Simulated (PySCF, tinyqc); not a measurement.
Coupled-perturbed Hartree-Fock on RHF in the sto-6g basis, for HF, spin multiplicity 1, step by step. The lowest restricted solution is unstable here: a spin-polarised one lies 0.0000 hartree lower (PySCF). One step of it, computed by the program tinyqc.

Task: Response to a field: uncoupled start. Field along z; U_ai = -mu_ai / (e_a - e_i), alpha = -4 sum U_ai mu_ai.

orbital energies (hartree): MO1 -26.261164, MO2 -1.432266, MO3 -0.503796, MO4 -0.471764, MO5 -0.471764, MO6 0.375379

dipole integrals <a|z|i> (bohr):
```
           i1         i2        i3        i4        i5
a6  -0.041026  -0.047741  1.165717  0.000000  0.000000
```

Give: uncoupled U; uncoupled polarisability.

Result:

uncoupled U:
```
        i1      i2       i3      i4      i5
a6  0.0015  0.0264  -1.3259  0.0000  0.0000
```

uncoupled polarisability = 6.1879 bohr^3
